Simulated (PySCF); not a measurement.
Potential energy curve for SMILES [SiH4] (H₄Si), singlet. The Si1–H5 bond (Si1 also carries H, H, H; H5 carries nothing else) is varied alone, starting from the PBE0/def2-TZVP optimised geometry.

CASSCF(2,2)/cc-pVDZ (PySCF); UCCSD(T) = PySCF with CCSD(T) on UHF/cc-pVDZ, 5 core orbitals frozen; NEVPT2 = PySCF with SC-NEVPT2 on CASSCF(2,2)/cc-pVDZ, all electrons correlated; UCCSD = PySCF with CCSD on UHF/cc-pVDZ, 5 core orbitals frozen; RCCSD(T) = PySCF with CCSD(T) on RHF/cc-pVDZ, 5 core orbitals frozen.

Energies are in kcal/mol, each relative to the lowest point of its own curve near equilibrium.

```csv
R / Å,"CASSCF(2,2)",UCCSD(T),NEVPT2,UCCSD,RCCSD(T)
1.11,57.6,54.9,55.8,54.8,54.9
1.19,32.2,29.9,30.8,29.8,29.9
1.28,14.4,12.7,13.4,12.6,12.7
1.35,6.3,5.1,5.5,5.0,5.1
1.39,3.3,2.4,2.8,2.4,2.4
1.43,1.4,0.8,1.0,0.8,0.8
1.48,0.2,0.0,0.0,0.0,0.0
1.52,0.0,0.1,0.0,0.2,0.1
1.59,1.1,1.8,1.4,1.8,1.8
1.62,1.9,2.9,2.4,3.0,2.9
1.73,6.8,8.6,7.8,8.7,8.6
1.85,13.9,16.7,15.5,16.9,16.7
2.00,23.9,27.8,26.2,28.2,27.8
2.22,38.6,44.0,41.8,44.8,43.9
2.45,52.2,59.2,56.0,60.4,58.6
2.68,63.0,71.2,67.2,72.8,70.1
2.97,72.4,81.9,77.0,83.2,79.8
3.24,77.7,87.5,82.4,87.9,84.6
3.61,81.4,90.2,86.2,90.2,86.7
4.03,83.1,91.0,87.9,90.8,86.1
4.46,83.6,91.2,88.4,91.0,84.5
5.19,83.8,91.3,88.6,91.1,82.6
```

At the longest distance, 5.19 Å, UCCSD(T) lies highest above its minimum (91.3 kcal/mol) and RCCSD(T) lowest (82.6 kcal/mol).

The RCCSD(T) curve passes through a maximum at 3.61 Å and then falls by 4.1 kcal/mol up to the last usable point.

The unrestricted determinant behind UCCSD(T), UCCSD is spin-contaminated at 2.22 to 5.19 Å (<S²> up to 1.0, against 0.00 for a pure singlet). The T1 diagnostic of CCSD on the restricted reference of RCCSD(T) exceeds 0.045 at 2.97 to 5.19 Å.
